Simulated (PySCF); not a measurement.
How the method moves the HOMO and LUMO of N2

Species: N₂.
Geometry (PBE0-D3(BJ)/def2-SVP, Å), atoms numbered from 1 in this order:
```xyz
2
N2 angstrom
N      0.5708   -0.0574    0.0068
N     -0.5266   -0.0329   -0.0007
```

The species is `N#N` (N2).

Basis pcSseg-2 throughout (PySCF), one geometry. Geometry: PBE0-D3(BJ)/def2-SVP; no solvent, vibrations or thermal averaging.

Q: How do the orbital energies and the gap change with the method?

A: 
```csv
method,kind,HOMO (eV),LUMO (eV),gap (eV),SCF cycles
OPBE,GGA,-10.15,-1.79,8.37,9
BLYP,GGA,-10.23,-1.88,8.35,9
PBE,GGA,-10.24,-1.93,8.31,8
B97-D,GGA,-10.31,-1.87,8.43,10
BP86,GGA,-10.37,-2.01,8.35,9
LDA,LDA,-10.39,-2.19,8.20,8
KT2,GGA,-10.43,-1.77,8.66,10
KT3,GGA,-10.45,-1.83,8.63,10
B97-2,global hybrid,-11.86,-0.71,11.16,9
B3LYP,global hybrid,-11.95,-0.97,10.98,9
PBE0,global hybrid,-12.19,-0.58,11.61,9
mPW1PW91,global hybrid,-12.24,-0.61,11.63,9
CAM-B3LYP,range-separated hybrid,-13.87,0.64,14.51,8
BHandHLYP,global hybrid,-14.16,0.74,14.90,9
wB97X-D,range-separated hybrid,-14.24,1.37,15.61,9
LC-wPBE,range-separated hybrid,-15.27,2.05,17.31,10
HF,Hartree–Fock,-16.71,4.02,20.73,7
```

The HOMO spans 6.55 eV, from OPBE down to HF, and the gap runs from 8.20 eV (LDA) to 20.73 eV (HF). Over the methods OPBE (0 %), BLYP (0 %), PBE (0 %), B97-D (0 %), BP86 (0 %), LDA (0 %), KT2 (0 %), KT3 (0 %), B97-2 (21 %), B3LYP (20 %), PBE0 (25 %), mPW1PW91 (25 %), BHandHLYP (50 %), HF (100 %), a straight line through the gap against the share of exact exchange rises by 1.24 eV for each 10 % (correlation coefficient 0.999). The dipole is below 0.03 D at every level.

The vertical ΔSCF ionisation energy at CAM-B3LYP/def2-SVPD is 16.06 eV; −ε(HOMO) comes closest to it with HF (16.71 eV).
